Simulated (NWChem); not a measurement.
**Correlation energy of NO (+1)**

```xyz
2

N      0.0000     0.0000     0.5653
O      0.0000     0.0000    -0.4946
```
Charge +1, spin multiplicity 1.

The numbers come from NWChem runs, not from measurements. The geometry was optimised at PBE0/def2-SVP, a minimum by its harmonic frequencies.

Basis set: STO-3G. Each correlation energy counts from its own Hartree-Fock reference.

```json
[
 {"method": "CCSD+T(CCSD)", "correlation energy (mHa)": "-168.6", "difference from CCSD(T)": "-1.3"},
 {"method": "CCSDT", "correlation energy (mHa)": "-168.0", "difference from CCSD(T)": "-0.7"},
 {"method": "SCS-MP2", "correlation energy (mHa)": "-161.3", "difference from CCSD(T)": "+6.0"},
 {"method": "CR-CCSD(T)", "correlation energy (mHa)": "-166.4", "difference from CCSD(T)": "+0.9"},
 {"method": "CCSD(T)", "correlation energy (mHa)": "-167.3", "difference from CCSD(T)": "0.0"},
 {"method": "CR-CCSD[T]", "correlation energy (mHa)": "-167.3", "difference from CCSD(T)": "0.0"},
 {"method": "MP2", "correlation energy (mHa)": "-166.2", "difference from CCSD(T)": "+1.1"},
 {"method": "CCSD", "correlation energy (mHa)": "-163.0", "difference from CCSD(T)": "+4.3"}
]
```

The values span 7.3 mHa, from CCSD+T(CCSD) (lowest) to SCS-MP2 (highest). 

The correlated methods keep 2 core orbitals frozen. The structure started from a generated list of species. Differences from the coupled-cluster row are differences between methods, not errors against experiment.
